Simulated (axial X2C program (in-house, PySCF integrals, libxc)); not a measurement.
## Low determinants of AlC⁻ at the PBE0 level, scalar-relativistic

Computed with an in-house relativistic program for diatomic molecules. Spin-free means the one-electron spin-free X2C Hamiltonian. Basis: Al dyall-av3z [9s9p3d2f], C dyall-av3z [8s7p3d2f] (cores contracted in-house); Gaussian nuclei, density fitting, unrestricted open shells. Masses: Al 26.982 u, C 12.000 u.

Search at 1.893 Å (vertical energies from the lowest determinant):

| ΔE (eV) | state | electrons beyond evenly filled partner blocks | electrons in σ, π, δ, φ |
| --- | --- | --- | --- |
| 0.00 | M_S = 1, Λ = 1 | σα, π+α, π+β, π-α | 13 7 0 0 |
| 0.07 | M_S = 1, Λ = 0 | π+α, π-α | 14 6 0 0 |
| 0.30 | M_S = 0, Λ = 1 | σβ, π+α, π+β, π-α | 13 7 0 0 |
| 0.93 | M_S = 0, Λ = 2 | π+α, π+β | 14 6 0 0 |
| 1.06 | M_S = 2, Λ = 1 | σα, 2 × π+α, π-α | 13 7 0 0 |
| 1.18 | M_S = 0, Λ = 0 | closed shell | 12 8 0 0 |
| 1.43 | M_S = 2, Λ = 0 | 2 × σα, π+α, π-α | 14 6 0 0 |

Lowest determinant, M_S = 1, Λ = 1 (beyond evenly filled blocks: σα, π+α, π+β, π-α): Re = 1.887 Å, ωe = 705.2 cm⁻¹.

The determinant in row 2 of the search, M_S = 1, Λ = 0 (beyond evenly filled blocks: π+α, π-α), was followed along the bond at PBE0; measured from the minimum of the lowest determinant it gives:

Te = 0.046 eV (370 cm⁻¹), Re = 1.947 Å, ωe = 699.8 cm⁻¹.

(1) Compare the bond of the determinant in row 2 with that of the lowest one.

The search compares states at one distance, so a state with another bond length can lie lower; it is not exhaustive and yields mostly the lowest determinant of each block pattern, so other components and higher states of one pattern are missing. These are energies of single determinants, not of spin-adapted states; PBE0 term energies can be off by some tenths of an eV, and the functional has no current term. The lowest determinant need not be the ground state where others lie within half an eV. For an anion, determinants above electron detachment are held by the basis set. The highest occupied level of some functionals is positive through self-interaction error; at Hartree–Fock it is bound. Row 1 is spin-contaminated (⟨S²⟩ = 2.17 against 2.00), so its values are not those of a pure state. Row 1 has a positive highest level at its minimum. Row 2 has a positive highest level at its minimum.

Results:

(1) At PBE0 its Re is 0.060 Å longer and its force constant, which goes as ωe², is 0.98 times that of the lowest determinant. T0 ≈ Te + Δωe/2 = 370 + (-3) = 367 cm⁻¹.
